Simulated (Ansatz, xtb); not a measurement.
## PO (Phosphorus monoxide): the vertical energy of the quartet above the doublet, rung by rung

The species is PO (2 atoms), meant as a doublet with charge 0. As SMILES, `O=[P]`. The shape is that of a GFN2-xTB optimisation.

```xyz
2

O     0.0000    0.0000    0.0000
P     0.0000    0.0000    1.4551
```

Quantity: the vertical energy of the quartet above the doublet, in eV. The values are calculated.

| level | kind | program | value (eV) | less FCI/STO-3G |
| --- | --- | --- | --- | --- |
| GFN0-xTB | semi-empirical | xtb | 3.52 | -1.03 |
| UHF/STO-3G | Hartree–Fock | Ansatz | 2.40 | -2.15 |
| USVWN5/STO-3G | LDA | Ansatz | 5.02 | +0.47 |
| UBLYP/STO-3G | GGA | Ansatz | 4.96 | +0.41 |
| U-r2SCAN/STO-3G | meta-GGA | Ansatz | 4.67 | +0.12 |
| UBHLYP/STO-3G | global hybrid | Ansatz | 3.79 | -0.76 |
| UMP2/STO-3G | perturbation theory | Ansatz | 3.29 | -1.26 |
| UCCSD/STO-3G | coupled cluster or CI | Ansatz | 4.47 | -0.08 |
| FCI/STO-3G | exact in the basis | Ansatz | 4.55 | 0.00 |

FCI/STO-3G is exact within its basis and frozen core, so for wave-function methods in that basis the difference is their error; functionals converge differently with the basis, so for them it is only a difference. The values span 2.40 to 5.02 eV. Spin contamination of the reference (⟨S²⟩ at least 0.1 too high) touches UHF/STO-3G, UMP2/STO-3G, UCCSD/STO-3G. The xTB rows lack spin polarisation, so open shells miss the exchange term that lowers them. All rows use very small basis sets, so even the best lies far from the true value.
